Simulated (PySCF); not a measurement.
## EPR parameters of sulfur monoxide

Compound: sulfur monoxide, SO (triplet state).
SMILES with atom numbers: `[O:1]=[S:2]`

The calculation used PySCF, UKS B3LYP, IGLO-III on O S, non-relativistic, mean-field spin-orbit, GIAO. Geometry: PBE0-D3(BJ)/def2-SVP; no solvent, vibrations or thermal averaging.

| Quantity | Value |
| --- | --- |
| g1, g2, g3 | 2.00210, 2.00670, 2.00670 |
| g_iso | 2.00516 |
| Form of g | axial |
| ⟨S²⟩ | 2.0089 (exact 2.0000) |
| D, E | 9.424, 0.000 cm⁻¹ |
| α and β electrons | 13, 11 |
| HOMO–LUMO gap, α and β orbitals | 7.36, 7.04 eV |

Isotropic coupling and dipolar principal values T1 to T3, in MHz:

| atom | isotope | a_iso | of which spin–orbit | T1 | T2 | T3 | Mulliken spin population |
| --- | --- | --- | --- | --- | --- | --- | --- |
| O1 | 17O | -28.0 | -0.4 | -32.6 | -32.6 | 65.3 | 0.67 |
| S2 | 33S | 6.2 | -0.9 | -63.9 | 31.9 | 31.9 | 1.33 |

Largest spin populations (Mulliken): S2 (+1.33) and O1 (+0.67).

Axes: g1 lies along the molecular axis.

The 33S coupling of S2 (6.2 MHz) shows only in satellite lines or after enrichment, since that isotope makes up about 0.76 % of natural sulfur.

The 17O coupling of O1 (-28.0 MHz) shows only in satellite lines or after enrichment, since that isotope makes up about 0.038 % of natural oxygen.
